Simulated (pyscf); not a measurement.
H₂S (SMILES S) + CH₃• (SMILES [CH3]) -> SH• (SMILES [SH]) + CH₄ (SMILES C) (hydrogen abstraction; doublet surface; H–S broken, C–H formed). Structures and frequencies: ωB97X-D3(BJ)/def2-SVP in PySCF. Correlated levels are frozen-core, on RHF or UHF. ΔMP2 is the change of the MP2 total energy from the triple- to the quadruple-zeta basis. Energies in kJ/mol from the separated reactants.

```
level                             barrier  reaction energy
--------------------------------  -------  ---------------
ωB97X-D3(BJ)/def2-TZVP                6.9            -72.3
PBE0-D3(BJ)/def2-TZVP                -1.6            -68.3
M06-2X/def2-TZVP                        ?            -73.9
HF/def2-TZVP                         54.1            -71.1
MP2/def2-QZVPP                       16.5            -70.2
CCSD/def2-TZVPP                      22.3            -73.0
CCSD(T)/def2-TZVPP + ΔMP2(QZVPP)        ?                ?
```

### Question
What belongs in the gaps?

### Answer

- M06-2X/def2-TZVP, barrier: 11.8
- CCSD(T)/def2-TZVPP + ΔMP2(QZVPP), barrier: 15.1
- CCSD(T)/def2-TZVPP + ΔMP2(QZVPP), reaction energy: -70.4

Of the functionals in the table, M06-2X is closest to CCSD(T)/def2-TZVPP + ΔMP2(QZVPP) in the barrier (3.3 kJ/mol apart) and PBE0-D3(BJ) least close (16.7 kJ/mol); that level has limits of its own. At PBE0-D3(BJ) this geometry lies under the reactants; that is no barrier but a single point on another level's saddle; such a level's own saddle, if it has one, lies nearer that side and is low. One saddle was located; it need not be the lowest between these sides. The angle at the transferred H is 175°. The CCSD(T) − MP2 part came from Ansatz, without density fitting, on the same reference. Left out: the spin-orbit lowering of SH.
